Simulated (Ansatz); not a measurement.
Basis-set extrapolation for `N[SiH2]P` (PBE0-D4/def2-TZVP geometry, frozen core, Ansatz). Multiplicity 1, RHF reference.

```
                      def2-TZVPP   def2-QZVPP
                 HF  -687.689538  -687.711642
    MP2 correlation    -0.502877    -0.540496
CCSD(T) correlation    -0.571280      not run
```

Energies in hartree. Use E(X) = E(∞) + A·exp(−7.88·√X) for Hartree–Fock and E(X) = E(∞) + B·X^(−2.97) for correlation, with X = 3 and 4, and add CCSD(T) minus MP2 of the smaller set to the MP2 limit.

Problem. What is the CCSD(T) energy at the basis-set limit?

Solution. HF limit: -687.711642 + (-0.022104) × 0.13774 = -687.71469. MP2 limit: -0.540496 + (-0.037619) × 0.74074 = -0.56836. Higher-order term: -0.571280 − (-0.502877) = -0.06840. Total: -688.35145 hartree, 56.9 kcal/mol below CCSD(T)/def2-TZVPP.
